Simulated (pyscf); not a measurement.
## Substitution at C: `[CH3][CH3]` + `[H]` [doublet] → `[CH3][CH3]` + `[H]` [doublet]

Gas phase, doublet surface, charge 0. Bonds broken: C1–H9. Bonds formed: C1–H3. Optimised with ωB97X-D3(BJ)/def2-SVP in PySCF. MP2 and CC: frozen core, UHF for open shells. ΔMP2 is the change of the MP2 total energy from the triple- to the quadruple-zeta basis.

Transition state (Å):

```xyz
9

C     -0.1814     0.6081    -0.1025
C     -0.5781    -0.2518     1.1249
H      0.6947    -0.2445    -0.6027
H     -0.7324     0.5253    -1.0567
H      0.6411     1.3428    -0.0372
H     -0.0173    -1.1977     1.1733
H     -1.6513    -0.4908     1.0902
H     -0.3951     0.3047     2.0561
H     -1.0122     1.5916     0.2244
```

One imaginary mode, 1813i cm⁻¹; descent along it reached the two sides named.

```
bond   change  reactant side (Å)  saddle  product side
-----  ------  -----------------  ------  ------------
C1–H9  breaks              1.102   1.328           3.8
C1–H3   forms                3.8   1.321         1.102
```

Electronic energies relative to the separated reactants (kcal/mol):

```csv
level,barrier,reaction energy,reverse barrier
ωB97X-D3(BJ)/def2-TZVP,41.1,0.0,41.1
PBE/def2-TZVP,31.6,0.0,31.6
r²SCAN/def2-TZVP,31.9,0.0,31.9
B3LYP-D3(BJ)/def2-TZVP,35.3,0.0,35.3
PBE0-D3(BJ)/def2-TZVP,35.4,0.0,35.4
M06-2X/def2-TZVP,39.8,0.0,39.8
ωB97M-D3(BJ)/def2-TZVP,39.6,0.0,39.6
HF/def2-TZVP,57.5,0.0,57.5
MP2/def2-QZVPP,44.0,0.0,44.0
CCSD/def2-TZVPP,41.9,0.0,41.9
CCSD(T)/def2-TZVPP,40.3,0.0,40.3
CCSD(T)/def2-TZVPP + ΔMP2(QZVPP),39.7,0.0,39.7
```

With CCSD(T)/def2-TZVPP + ΔMP2(QZVPP) energies and thermal terms (ideal gas, 1 atm, RRHO with modes under 100 cm⁻¹ raised to 100, one conformer, R ln 2 for chiral ones without a mode under 150 cm⁻¹), in kcal/mol:

| T (K) | ΔH‡ | ΔG‡ | ΔH | ΔG |
|---|---|---|---|---|
| 298 | 38.0 | 43.8 | 0.0 | 0.0 |
| 600 | 37.3 | 49.9 | 0.0 | 0.0 |
| 900 | 37.1 | 56.3 | 0.0 | 0.0 |
| 1200 | 37.0 | 62.6 | 0.0 | 0.0 |

The same reactants have a lower exit, to •H₂C–CH₃ + H₂ (barrier +11.1 kcal/mol at ωB97M-D3(BJ)/def2-TZVP, against +39.6 kcal/mol here). One saddle was located; it need not be the lowest between these sides. The angle at the attacked C is 170°. The CCSD(T) − MP2 part came from Ansatz, without density fitting, on the same reference.
